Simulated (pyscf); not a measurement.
Thermochemistry of product channels of H₂N–SiH(NH₂)–NH₂ + F atom (F•) on the doublet surface, in kcal/mol, from ωB97M-D3(BJ)/def2-TZVP energies (ideal gas, 1 atm, RRHO with modes under 100 cm⁻¹ raised to 100, one conformer, R ln 2 for chiral ones without a mode under 150 cm⁻¹). Single points on ωB97X-D3(BJ)/def2-SVP structures (PySCF, gas phase).

```json
[
 {"products": "•HN–SiH(NH₂)–NH₂ + hydrogen fluoride (HF)", "ΔE": "[?]", "ΔH(298 K)": "-21.7", "ΔG(298 K)": "-24.3", "ΔG(600 K)": "-26.9"},
 {"products": "H₂N–Si•(NH₂)–NH₂ + hydrogen fluoride (HF)", "ΔE": "[?]", "ΔH(298 K)": "-35.4", "ΔG(298 K)": "-37.5", "ΔG(600 K)": "-39.6"},
 {"products": "•HN–Si(NH₂)(NH₂)–F + hydrogen (H₂)", "ΔE": "[?]", "ΔH(298 K)": "-59.9", "ΔG(298 K)": "-60.3", "ΔG(600 K)": "-61.2"}
]
```

Task: Complete the blanks.

Result: 
- •HN–SiH(NH₂)–NH₂ + hydrogen fluoride (HF), ΔE: -19.4
- H₂N–Si•(NH₂)–NH₂ + hydrogen fluoride (HF), ΔE: -35.8
- •HN–Si(NH₂)(NH₂)–F + hydrogen (H₂), ΔE: -55.2

These are energies of the channels, which say nothing of barriers. Left out: orbital degeneracy and the spin-orbit lowering of F.
